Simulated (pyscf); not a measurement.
## Routes from O=V(F)(F)–F (SMILES [O]=[V]([F])([F])[F]) + HCl (SMILES Cl)

Candidate steps break at most two bonds and form at most two. Each was searched with GFN2-xTB (tblite) first. Single points on ωB97X-D3(BJ)/def2-SVP structures (PySCF, gas phase). Energies: ωB97M-D3(BJ)/def2-TZVP, kJ/mol, from the separated reactants, singlet surface; ΔG‡ with ideal gas, 1 atm, RRHO with modes under 100 cm⁻¹ raised to 100, one conformer, R ln 2 for chiral ones without a mode under 150 cm⁻¹.

```csv
products,type,ΔE‡,ΔE,ΔG‡ 298 K,ΔG‡ 900 K,ν‡ (cm⁻¹)
O=V(F)(F)–Cl + HF,four-centre exchange,60.1,+14.6,98.3,183.8,636i
HO–V(F)(F)(F)–Cl,addition across a multiple bond or ene-type step,115.6,+65.1,154.9,239.2,720i
```

Row 1: On the product side the descent ends in an adduct with a F–V contact, 7.1 kJ/mol under the separated species and 50.9 kJ/mol under the saddle at ωB97X-D3(BJ)/def2-TZVP. Row 2: On the product side the descent ends in a point that may be a rotor saddle (no frequency run), 11.4 kJ/mol over the lowest minimum found and 39.9 kJ/mol under the saddle at ωB97X-D3(BJ)/def2-TZVP. 

Plain bond fissions and candidates not yet searched are not listed, and one of them may be faster. Each barrier is that of the saddle found; lower ones may exist.
